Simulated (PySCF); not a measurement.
## Magnetisability: `[Na][F]`, FNa

Cartesian coordinates in Å; atom numbers follow the order of the lines, from 1:
```xyz
2

F     0.9443   -0.0014   -0.0046
Na   -0.9416    0.0027   -0.0095
```

Computed, not measured: PySCF 2.14.0, GIAO KT2/MINI magnetisability, rotational g tensor and spin-rotation constants, non-relativistic, gas phase. Geometry: PBE0-D3(BJ)/def2-SVP.

The gap is small, so the large paramagnetic part is uncertain.

Task: How diamagnetic is it, and how anisotropic?

Result: Isotropic -330 × 10⁻³⁰ J/T², or -19.9 × 10⁻⁶ cm³/mol; principal values -340, -324, -324 × 10⁻³⁰ J/T², anisotropy 16 × 10⁻³⁰ J/T² (root of half the summed squared differences of the principal values). The susceptibility is in cgs units.

Task: Split it along the inertial axes a, b, c into diamagnetic and paramagnetic parts about the centre of mass, with the quadrupole moment.

Result: 
| axis | χ (10⁻⁶ cm³/mol) | diamagnetic (10⁻⁶ cm³/mol) | paramagnetic (10⁻⁶ cm³/mol) | summed x² of all electrons (Å²) | quadrupole Θ (D Å) |
| --- | --- | --- | --- | --- | --- |
| a | -20.5 | -20.5 | 0.0 | 20.0 | -0.09 |
| b | -19.5 | -95.2 | 75.7 | 2.4 | +0.05 |
| c | -19.5 | -95.2 | 75.7 | 2.4 | +0.05 |

Anisotropies 2χaa − χbb − χcc = -1.9 and 2χbb − χaa − χcc = +0.9 × 10⁻⁶ cm³/mol. Θ is traceless in Buckingham's convention.

Task: And the rotational g tensor?

Result: 
| axis | rotational constant (GHz) | g | nuclear part | electronic part |
| --- | --- | --- | --- | --- |
| b | 13.6604 | -0.0065 | 0.4793 | -0.4859 |
| c | 13.6604 | -0.0065 | 0.4793 | -0.4859 |

Linear; isotopes 19F, 23Na; no vibrational averaging.
